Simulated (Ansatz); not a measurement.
# BSiH₅ (triplet): from Hartree-Fock to the top rungs at a displaced geometry (v1), cc-pVDZ

How much of the correlation energy of BSiH₅ (triplet) does each wave-function method recover here?

Computed with Ansatz 0.2.0, Gaussian basis. Level: cc-pVDZ, core rule «outside noble gas», up to 6 orbitals frozen.

Plan: UHF; CCSD(T) on ROHF; CCSD(T) on UHF; BCCD(T) on ROHF; CISD as a restricted active space (open shells left free, so some higher excitations enter); CCSDT(Q) on ROHF; CCSDT(Q) on UHF.

23 further runs of the same task are left out: 10 that didn't finish, 13 set aside as unsound or not needed. Runs told in other sessions of the task aren't counted.

## Step 1: The geometry

The geometry is a PBE0/def2-TZVP stationary point (not a proven minimum) with its atoms shifted at random (size 0.040 Å).

7 atoms, charge 0, spin multiplicity 3.

Atoms are counted from 1 here; the program's logs count them from 0.

Bond lengths: Si1–B2 2.107 Å, Si1–H3 1.455 Å, Si1–H4 1.435 Å, Si1–H5 1.562 Å, B2–H6 1.220 Å, B2–H7 1.258 Å. Angles: B2–Si1–H3 104.4°, B2–Si1–H4 106.9°, B2–Si1–H5 106.3°, H3–Si1–H4 112.3°, H3–Si1–H5 115.1°, H4–Si1–H5 111.1°, Si1–B2–H6 90.9°, Si1–B2–H7 89.9°, H6–B2–H7 131.2°.

## Step 2: UHF

File in.yaml:

```yaml
crystal:
  periodic: [false, false, false]
  atoms:
    - {symbol: Si, position_ang: [-0.015087, 0.002813, 0.587901]}
    - {symbol: B, position_ang: [0.130323, -0.013331, -1.513625]}
    - {symbol: H, position_ang: [0.712242, -1.184716, 1.009184]}
    - {symbol: H, position_ang: [0.609466, 1.213862, 1.038985]}
    - {symbol: H, position_ang: [-1.540819, -0.000654, 0.921454]}
    - {symbol: H, position_ang: [-0.402040, -1.110234, -1.561831]}
    - {symbol: H, position_ang: [-0.356284, 1.146355, -1.554321]}
basis:
  gaussian: {orbitals: cc-pVDZ}
magnetization: {spin_polarized: true, initial_magnetization: 2}
hamiltonian: {xc: hf}
output: {orbitals: {seedname: orbitals}}
```

Started as:

```bash
$ ansatz run in.yaml --threads 1 --pin off --events-out ev --progress --plain --max-ram 2393MiB
```

After this run come: CCSD(T) on ROHF; CCSD(T) on UHF; BCCD(T) on ROHF; CISD as a restricted active space (open shells left free, so some higher excitations enter); CCSDT(Q) on ROHF; CCSDT(Q) on UHF.

Q: Predict the results of all the runs planned. Wanted: UCCSDT(Q) from the RHF energy; RMP2 from UCCSDT(Q); UMP2 from UCCSDT(Q); RCCSD from UCCSDT(Q); RCCSD(T) from UCCSDT(Q); UCCSD(T) from UCCSDT(Q); RCCSDT(Q) from UCCSDT(Q); T1 diagnostic.

**Answer**, as computed:

```
                         quantity                                                   value
    UCCSDT(Q) from the ROHF energy                                              -6.3808 eV
              RMP2 from UCCSDT(Q)                                           +135.6 kJ/mol
              UMP2 from UCCSDT(Q)                                           +135.7 kJ/mol
             RCCSD from UCCSDT(Q)                                            +17.2 kJ/mol
          RCCSD(T) from UCCSDT(Q)                                             +3.6 kJ/mol
          UCCSD(T) from UCCSDT(Q)                                             +3.6 kJ/mol
         RCCSDT(Q) from UCCSDT(Q)                                             +0.1 kJ/mol
levels within 1 kcal/mol (43 meV)  RCCSD(T), UCCSD(T), BCCD(T), RCCSDT, UCCSDT, RCCSDT(Q)
                    T1 diagnostic                                                   0.018
```

In words: RCCSD(T) lands +3.6 kJ/mol from the yardstick (0.6 % of the correlation energy). These misses are within one basis, not against nature; the frozen cores of restricted and unrestricted runs differ, which can shift their rows.

With open shells the CI space here admits some higher excitations, so it is larger than plain CISD.
